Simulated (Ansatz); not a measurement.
# How far each method lies from UCCSDT(Q) for BSiHO, triplet

Geometry: a PBE0/def2-TZVP stationary point for this spin, not checked as a minimum.

```xyz
4

O     0.0000   -0.6768    0.7851
B     0.0000    0.5672    1.0991
Si    0.0000    0.1181   -0.9410
H     0.0000    1.3691    1.9713
```

Basis cc-pVDZ; Ansatz 0.2.0. Correlated methods freeze the noble-gas cores, which leaves 14 electrons in 44 orbitals. Prefix R: restricted or restricted open-shell reference; prefix U: unrestricted. Active spaces: frontier = (10e, 10o) about the gap.

Full CI isn't at hand for all of this; UCCSDT(Q) serves as the reference, and is uncertain by the last step of the cluster series or more. The frozen core follows each run's orbitals, which can shift R against U totals by a few meV.

For open shells CISD is restricted-active-space CI with the open shells as a complete middle space.

- UHF ⟨S²⟩: 2.062
- T1 diagnostic (RCCSD): 0.0274
- largest doubles amplitude (RCCSD): 0.065
- T1 diagnostic (UCCSD): 0.0277

```tsv
level	E − E(UCCSDT(Q)) (kJ/mol)	share of correlation (%)	wall time
RHF	966.3	0.00	–
UHF	947.4	1.96	–
RMP2	100.3	89.62	–
UMP2	106.5	88.98	–
CISD	131.9	86.35	7.5 s
RCCSD	40.2	95.84	–
UCCSD	39.7	95.89	–
RCCSD(T)	6.3	99.35	8 s
UCCSD(T)	6.5	99.33	7.5 s
BCCD(T)	5.9	99.39	4 s
RCCSDT	3.4	99.65	–
UCCSDT	3.3	99.66	–
RCCSDT(Q)	0.6	99.94	68 s
CASSCF (frontier space)	646.1	33.14	–
NEVPT2 (frontier space)	147.9	84.70	18 s
```

The correlation energy at UCCSDT(Q), counted from RHF, is -10.015 eV. That run took 59 s on 1 thread of Arm Neoverse V2, shared host.

Times hold each run's SCF and search for its determinant on a shared host, so for small cases they say little of a method's own cost; they ran on 1 thread of Arm Neoverse V2. Some runs computed forces too.
